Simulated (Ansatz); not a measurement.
Predict the output of the script below (Ansatz 0.2.0 through its Python package).

Script `energy_c3h3no.py`:
```python
"""Single point of C3H3NO."""

from pathlib import Path

import ansatz

GEOMETRY = """
C     2.09100    0.40650   -0.02670
C     0.96980    0.00480    0.15990
C    -0.36710   -0.47340    0.38180
N    -1.46180    0.09340   -0.33550
O    -0.56880   -1.39650    1.21350
H     3.07530    0.75910   -0.19060
H    -1.30510    0.85970   -1.02760
H    -2.43340   -0.25360   -0.17480
"""


def main() -> None:
    c3h3no = ansatz.Crystal.molecule()
    for line in GEOMETRY.strip().splitlines():
        symbol, *xyz = line.split()
        c3h3no = c3h3no.atom(symbol, [float(v) for v in xyz])

    calculation = (
        c3h3no.calculation()
        .basis(gaussian="6-31G*")
        .functional("hf")  # exchange and correlation
        .orbitals()
    )
    result = calculation.run(runs_dir="c3h3no_runs")
    data = result.report

    print(f"E = {data['free_energy_ev']:.6f} eV = {data['free_energy_ev'] / 27.211386246:.7f} Ha")
    print("converged:", data["converged"], " doubts:", data["published_state_doubts"] or "none")

    state = data["mean_field"]["state"]
    print(f"mean field: {state['energy']['hartree']:.7f} Ha, <S^2> = {abs(state['spin_squared']):.4f}, stability: {state.get('stability', {}).get('kind')}")

    lines = Path(data["orbitals_path"]).read_text().splitlines()
    field_of = lambda key: [line.split("=")[1].strip() for line in lines if line.startswith(key)]
    orbitals = [(27.211386 * float(e), s, float(n)) for e, s, n in zip(field_of("Ene="), field_of("Spin="), field_of("Occup="))]
    homo = max(e for e, _, n in orbitals if n > 0.5)
    lumo = min(e for e, _, n in orbitals if n < 0.5)
    for e, spin, n in sorted(orbitals):
        if homo - 10 < e < lumo + 5:
            print(f"{spin:6s} {e:10.3f} eV  occupation {n:.0f}")


if __name__ == "__main__":
    main()
```

```console
$ python energy_c3h3no.py
E = -6655.390053 eV = -244.5810733 Ha
converged: True  doubts: none
mean field: -244.5810733 Ha, <S^2> = 0.0000, stability: minimum
Alpha     -20.485 eV  occupation 2
Alpha     -19.605 eV  occupation 2
Alpha     -18.560 eV  occupation 2
Alpha     -16.517 eV  occupation 2
Alpha     -15.491 eV  occupation 2
Alpha     -12.376 eV  occupation 2
Alpha     -11.494 eV  occupation 2
Alpha     -11.314 eV  occupation 2
Alpha     -11.040 eV  occupation 2
Alpha       2.881 eV  occupation 0
Alpha       4.824 eV  occupation 0
Alpha       6.112 eV  occupation 0
Alpha       6.745 eV  occupation 0
Alpha       7.431 eV  occupation 0
```

Caveats:
- Total energies depend on the basis set; only differences at equal settings carry meaning.
- The geometry is a force-field or estimated start, not a minimum of this method, and the basis set is short of its limit.
- Alpha marks a spatial orbital of a restricted run, filled by both spins.
- Levels such as HOMO and LUMO are orbital energies: in Hartree-Fock the gap is too wide and the LUMO hangs on the basis.
- Hardware and time: 1.6 s on 1 thread of Intel(R) Xeon(R) Platinum 8488C (Sapphire Rapids), on a shared host, peak memory 0.18 GiB.

(A comment or docstring line of the script was reworded after the run, the code is as it ran; lines on the test bed's own set-up are left out of the output.)
